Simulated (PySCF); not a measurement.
Isomers of C4H6O2. Computed with PySCF, TDDFT CAM-B3LYP/def2-SVPD, vertical, gas phase, core orbitals frozen in the response. Geometries: GFN2-xTB; one conformer of each isolated species. Triplets are in the Tamm–Dancoff approximation. 'Strongest' means the level of largest summed f among the lowest 8 singlets; it needn't be the same kind of state in each.

Problem. Rank by computed lowest singlet excitation energy, lowest first.
A. `O=C(O)C1CC1`
B. `C=COC(C)=O`
C. `CCC(=O)C=O`
D. `C=CC(=O)OC`

Solution. C (2.81 eV), D (5.12 eV), B (5.85 eV), A (6.00 eV).

| SMILES | S1 (eV) | HOMO (eV) | f (S1) | strongest (eV) | gap (eV) | S1 mainly |
| --- | --- | --- | --- | --- | --- | --- |
| CCC(=O)C=O | 2.81 | -9.03 | 0.000 | 8.02 | 7.39 | H→L (97%) |
| C=CC(=O)OC | 5.12 | -9.69 | 0.000 | 6.53 | 9.39 | H→L (87%) |
| C=COC(C)=O | 5.85 | -8.85 | 0.001 | 6.66 | 9.48 | H-1→L (78%) |
| O=C(O)C1CC1 | 6.00 | -9.71 | 0.000 | 8.65 | 10.87 | H→L+1 (94%) |

H and L stand for HOMO and LUMO.

- `CCC(=O)C=O`: Löwdin shares by element: HOMO oxygen 58%, carbon 25% or more (atoms not listed hold the other 17%); LUMO oxygen 47%, carbon 45% or more.
- `C=CC(=O)OC`: Löwdin shares by element: HOMO (one of a set within 0.03 eV) oxygen 73%, carbon 18% or more; LUMO carbon 67% or more, oxygen 13% or more (atoms not listed hold the other 20%).
- `C=COC(C)=O`: Löwdin shares by element: HOMO carbon 64% or more, oxygen 24%; LUMO carbon 58% or more, oxygen 18% or more (atoms not listed hold the other 24%).
- `O=C(O)C1CC1`: Löwdin shares by element: HOMO oxygen 78%, carbon 17% or more; LUMO oxygen 49%, hydrogen 19% or more, carbon 17% or more (atoms not listed hold the other 15%).
